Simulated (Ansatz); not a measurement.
Seven cases of ionisation energy of first-row species (electronic energies, eV); geometries: B3LYP-D3(BJ)/def2-TZVP. The cases were drawn at random from those of this class that have a high level and all functionals, leaving out states under which another spin lies or may lie. Left out are anions, K, Ca, elements past Kr, ionisation of Li, Na and Mg, pi-pi* triplets of linear molecules and other triplets made from a closed-shell parent. Runs that doubt their state, and full CI more than 15 mEh from coupled cluster, are set aside; a case stays where another high level and all functionals remain. AFQMC serves as high level only in triple zeta or larger, with a steady walk, a bar under 0.8 kcal/mol and agreement with other high levels or trials where they ran; where none ran, an unstable determinant or (outside 3d species) a high T1 diagnostic also bars it, so strongly correlated cases are thinned. No case was kept or dropped by the size of a functional's miss. High levels with a bar over 0.5 kcal/mol are left out too, and the seventh case lies inside the range of the six. Affinities count positive where energy is released, gaps as the second state minus the first. B3LYP is by Ansatz (a quantum-chemistry and plane-wave program) in def2-TZVPD. High levels (Ansatz): P = CCSD(T)/CBS(aug-cc-pVTZ,aug-cc-pVQZ) + [CCSDT(Q) - CCSD(T)]/aug-cc-pVQZ + [FCI - CCSDT(Q)]/aug-cc-pVTZ + core + X2C; Q = CCSD(T)/CBS(aug-cc-pVTZ,aug-cc-pVQZ) + [FCI - CCSD(T)]/aug-cc-pVQZ + core + X2C; R = CCSD(T)/CBS(cc-pVQZ,cc-pV5Z) + [CCSDT(Q) - CCSD(T)]/cc-pVQZ + [CCSDTQ - CCSDT(Q)]/cc-pVDZ + core + X2C; S = CCSD(T)/CBS(cc-pVQZ,cc-pV5Z) + [CCSDT(Q) - CCSD(T)]/cc-pVTZ + [CCSDTQ - CCSDT(Q)]/cc-pVDZ; T = CCSD(T)/CBS(cc-pVTZ,cc-pVQZ) + [CCSDT(Q) - CCSD(T)]/cc-pVTZ + core + X2C. Radicals and triplets start from unrestricted determinants; spin-orbit coupling is neglected. Correlated methods leave the cores frozen. Rows without X2C or -DK are non-relativistic. CBS(X,Y): correlation extrapolated as X^-3, Hartree-Fock from the larger set (Q,5: extrapolated as (X+1)exp(-9√X)). A bracket is a step between two methods taken in the basis named. The functionals are non-relativistic, so their misses hold any scalar relativity. '+ core + X2C': CCSD(T) terms for core correlation (cc-pwCVTZ) and scalar relativity (cc-pVTZ-DK). Full CI freezes restricted core orbitals, also for open shells; the composite that ends in it estimates full CI at the basis-set limit. Where a partner has so few electrons that a lower coupled-cluster level is exact, that level stands in. The restricted determinant of F2 (FF, singlet) is unstable towards broken spin symmetry in at least one set run. The determinant of F2+ (parent SMILES FF, doublet) is a saddle point of the SCF energy; a lower one exists, which strains HF and MP2. The spin of H4BN+ (parent SMILES BN, doublet) was assumed, and the state is the lowest solution found for it. The spin of CH4+ (parent SMILES C, doublet) was assumed, and the state is the lowest solution found for it. The spin of H2BN+ (parent SMILES B=N, doublet) was assumed, and the state is the lowest solution found for it. The spin of H4N2+ (parent SMILES NN, doublet) was assumed, and the state is the lowest solution found for it.

```json
[
 {"case": "O (triplet) to O+ (quartet)", "B3LYP": "14.13", "level": "P", "high level": "13.61"},
 {"case": "BNH4 (SMILES BN) → BNH4+ (parent SMILES BN, doublet)", "B3LYP": "10.52", "level": "T", "high level": "10.74"},
 {"case": "CH4 (methane, SMILES C) → CH4+ (parent SMILES C, doublet)", "B3LYP": "12.70", "level": "R", "high level": "12.93"},
 {"case": "F2 (molecular fluorine, SMILES FF) → F2+ (parent SMILES FF, doublet)", "B3LYP": "15.64", "level": "S", "high level": "15.72"},
 {"case": "BNH2 (iminoborane, SMILES B=N) → BNH2+ (parent SMILES B=N, doublet)", "B3LYP": "11.22", "level": "R", "high level": "11.35"},
 {"case": "N2H4 (hydrazine, SMILES NN) → N2H4+ (parent SMILES NN, doublet)", "B3LYP": "7.90", "level": "T", "high level": "8.05"},
 {"case": "B (doublet) to B+ (singlet)", "B3LYP": "8.74", "level": "Q", "high level": "withheld"}
]
```

Question: Fit a straight line from B3LYP to the high level over the first six rows by least squares, predict the seventh, and compare with the calculation.

Answer: Means: B3LYP 12.018, high level 12.067. Sxx = 37.8833, Sxy = 36.1806, slope 0.9551, intercept +0.588 eV; residual standard deviation 0.29 eV. Seventh row: 0.9551·(8.74) +0.588 = 8.94 eV. The calculation gave 8.28 eV: the line differs from it by +0.66, B3LYP itself by +0.46.
